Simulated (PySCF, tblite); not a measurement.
**A complex of Li+ and methanol**

A gas-phase complex of Li+ and methanol; charge +1, singlet. The structure comes from a short search (6 tight-binding starts) and was relaxed by PBE0-D3(BJ)/def2-TZVPD; another way of binding may lie lower. Frequencies by PBE0-D3(BJ)/def2-TZVPD show no clear imaginary mode.

```json
{"part": "1", "name": "Li+", "SMILES": "[Li+]", "atoms": "1", "charge": "+1", "multiplicity": "1"}
{"part": "2", "name": "methanol", "SMILES": "CO", "atoms": "2–7", "charge": "0", "multiplicity": "1"}
```

Coordinates in Å:
```
Li1     0.521    0.212    0.269
C2     -0.160    0.132    3.116
O3      0.066   -0.538    1.853
H4     -1.206    0.035    3.405
H5      0.493   -0.287    3.880
H6      0.082    1.184    2.974
H7     -0.076   -1.482    1.979
```

| contact | kind (by geometry) | distance (Å) | angle (°) |
| --- | --- | --- | --- |
| Li1···O3 | ion contact | 1.810 | - |

Interaction energies are complex less parts, with the parts frozen as they stand in it; counterpoise-corrected, in kcal/mol (PySCF).

Task: How strongly do the parts interact, level by level?

Result: 
```
                  level  interaction  superposition error removed
wB97M-D3(BJ)/def2-TZVPD       -38.78                        -0.06
 PBE0-D3(BJ)/def2-TZVPD       -38.97                        -0.04
```

Task: What holds them together? Decompose the wB97M-D3(BJ)/def2-TZVPD energy: frozen parts, their antisymmetrised product, then relaxation.

Result: electrostatic -34.8, Pauli repulsion +14.1, orbital relaxation -17.3, dispersion correction -0.9 kcal/mol, which sum to the value before the counterpoise correction; the Pauli term holds the exchange-correlation of the frozen density too. Of the attraction, 66 % is electrostatic, 33 % is orbital relaxation, 2 % is dispersion correction.

The parts were also relaxed and run alone, at the levels used for the complex: shieldings by PBE0/pcSseg-2; core levels by delta-SCF with SCAN, pcX-2 on the ionised atom and pcseg-1 elsewhere, spin-free X2C.

Task: How do these values change when the complex forms?

Result: 
| property | alone | in the complex | change |
| --- | --- | --- | --- |
| shielding of Li1 (ppm) | 95.2 | 92.5 | -2.7 |
| shielding of O3 (ppm) | 329.4 | 328.5 | -0.8 |
| C2 1s core level (eV) | 292.41 | 297.61 | +5.20 |
| O3 1s core level (eV) | 538.99 | 545.31 | +6.32 |

Task: What are the binding energy from relaxed parts (wB97M-D3(BJ)/def2-TZVPD), and ΔH and ΔG of association at 298.15 K and 1 atm?

Result: -38.41 kcal/mol, -36.77 with zero-point energy; ΔH -37.4 and ΔG -30.4 kcal/mol, from harmonic vibrations by PBE0-D3(BJ)/def2-TZVPD with low modes damped.
